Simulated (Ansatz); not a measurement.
Born–Oppenheimer molecular dynamics of CH6AlN (9 atoms, charge 0, multiplicity 1). It goes on from the last frame of an earlier run, with new velocities.

Method: RKS PBE0/def2-mTZVP in Ansatz 0.2.0.

```yaml
ensemble: NVE (velocity Verlet)
time_step: 0.5 fs
steps_asked: 100
starting_velocities_drawn_for: 1500 K
masses: H 2.014 u
seed: 611796
```

First frame:

```xyz
9
Properties=species:S:1:pos:R:3
Al -0.270 0.422 -0.242
C 0.316 0.060 1.644
H 0.931 -1.000 1.727
H 1.092 0.747 1.947
H -0.533 0.180 2.371
H 0.433 1.047 -1.552
N -1.582 -0.663 -0.585
H -2.125 -0.994 0.215
H -1.913 -0.671 -1.504
```

(1) How far do the bonds stretch over the last three quarters of this one trajectory? (Pairs bonded in most of those frames.)

## Answers

(1) 
```tsv
bond	mean (Å)	spread (Å)	shortest	longest
Al1–C2	1.958	0.046	1.90	2.06
Al1–H6	1.589	0.051	1.52	1.68
Al1–N7	1.817	0.075	1.69	1.91
C2–H3	1.121	0.057	1.02	1.21
C2–H4	1.099	0.043	1.02	1.17
C2–H5	1.128	0.105	0.96	1.27
N7–H8	1.042	0.075	0.91	1.15
N7–H9	1.028	0.053	0.94	1.10
```

Mean temperature of the second half: 1182 K. The conserved energy stayed within 0.84 meV per atom of its start (net change 0.83 meV per atom), so the integration is sound. A run of 0.05 ps of so small a system gives no equilibrium averages.

Run time: 3.5 min on 1 thread of Arm Neoverse V2 (shared host), peak memory 0.13 GiB.
